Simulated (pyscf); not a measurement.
Structures and frequencies: ωB97X-D3(BJ)/def2-SVP in PySCF.

Q: Estimate by transition-state theory the rate constant of •O–PH–OH (SMILES [O]PO) + H₂ (SMILES [H][H]) → HO–P•–OH (SMILES O[P]O) + H₂ (SMILES [H][H]) (doublet surface; H–P, H–H broken, H–O, H–H formed) at 600 K, with ωB97M-D3(BJ)/def2-TZVP energies (ideal gas, 1 atm, RRHO with modes under 100 cm⁻¹ raised to 100, one conformer, R ln 2 for chiral ones without a mode under 150 cm⁻¹; no tunnelling).

A: The electronic barrier is 43.9 kcal/mol and the thermal terms add +16.9, so ΔG‡ = 60.8 kcal/mol. With k_BT/h = 1.25e+13 s⁻¹ and RT = 1.192 kcal/mol, and a volume of 8.18e-20 cm³ per molecule at 1 atm, k = 7.4e-29 cm³ molecule⁻¹ s⁻¹. Wigner's tunnelling factor for 2044i cm⁻¹ would be 2.00, likely too low at so high a frequency. A shift of 1 kcal/mol in the barrier changes k by a factor 2.3. The same reactants have a lower exit, to HO–PH–OH + H• (barrier +30.5 kcal/mol at ωB97M-D3(BJ)/def2-TZVP, against +43.9 kcal/mol here). This is the saddle that the search found; another between the same sides may lie lower.
